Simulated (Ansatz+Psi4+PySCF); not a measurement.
## singlet LiF: levels of theory in one basis

```xyz
2

Li    0.0000    0.0000   -1.4100
F     0.0000    0.0000    0.4700
```

Basis set: cc-pCVTZ on Li; cc-pVTZ on F (spherical functions). Correlated methods keep 1 orbital frozen. Charge 0, multiplicity 1.

Computed with Ansatz (development build ahead of 0.2.0) and Psi4 1.11; each method stands on the lowest determinant of its kind that the runs found.

```
     method  E − E(RHF) (eV)  <S²> of the determinant
        RHF             0.00                     0.00
    RHF-MP2            -8.69                        –
   RHF-CCSD            -8.70                        –
RHF-CCSD(T)            -8.92                        –
```

Caution: stretched shape with no unrestricted run beside it, a lower state can exist.
